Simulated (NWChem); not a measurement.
System: hydrogen fluoride (HF); SMILES F

NWChem input:

```
start job
memory heap 200 mb stack 900 mb global 1100 mb
geometry units angstroms noautosym nocenter noautoz
  F      0.000000     0.000000     0.094420
  H      0.000000     0.000000    -0.840355
end
basis spherical
  F library def2-svp
  H library def2-svp
end
dft
  xc m05-2x
  iterations 150
end
cosmo
  do_cosmo_smd true
  solvent etoac
end
task dft energy
```

Structure relaxed at the B3LYP/6-31G* (spherical d) level. Solvent: ethyl acetate.

Level: M05-2X/def2-SVP with SMD (1 M gas to 1 M solution), gas-phase geometry.

### Question
Give the results of this calculation. (M05-2X/def2-SVP, SMD on the gas-phase geometry.) Quantities: solvation free energy (kcal/mol); cavity-dispersion-structure term (kcal/mol); dipole in solution (D).

### Answer
The solvation free energy (kcal/mol) comes out as -4.6, the cavity-dispersion-structure term (kcal/mol) is 0.6 and the dipole in solution (D) comes out as 2.13.
